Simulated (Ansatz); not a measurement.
A made-up structure of CHMgO, doublet:

```xyz
4
angstrom
C 0.1931 0.3557 -0.1237
O -0.9107 -0.2034 0.0413
Mg 0.5802 -1.5523 0.5930
H -1.8478 -0.2756 -0.1985
```

It is relaxed with PBE-D4/def2-SVP and then PBE0-D4/def2-TZVP (Ansatz 0.2.0). Atoms count as bonded within 1.22 times the sum of their covalent radii (H–H: 0.88 Å). The end point is not checked to be a true minimum.

**Question.** Does its bonding change? (Judge from chemistry; the calculation decides.)

**Answer.** By the calculation: Yes. Formed: none; broken: O2–Mg3.

Where it ends: The first stage lowers the energy by 1.69 eV in 11 steps. It ends as CHMgO ([OH][C][Mg]):
```
4
angstrom
C -0.0306 -0.1082 -0.1003
O -1.2637 -0.1898 -0.5456
Mg 1.2103 -1.5944 0.8962
H -1.9013 0.2168 0.0617
```

Labels in which every atom is bracketed show which atoms are joined, not bond orders.

For scale, one of the runs: PBE0-D4/def2-TZVP relaxation, 100 basis functions, launched by `ansatz run in.yaml --threads 2 --pin off --events-out ev --progress --plain --max-ram 4352MiB`. Hardware: 2 CPU threads of an Arm Neoverse V2, shared host. Wall time about 17 s.
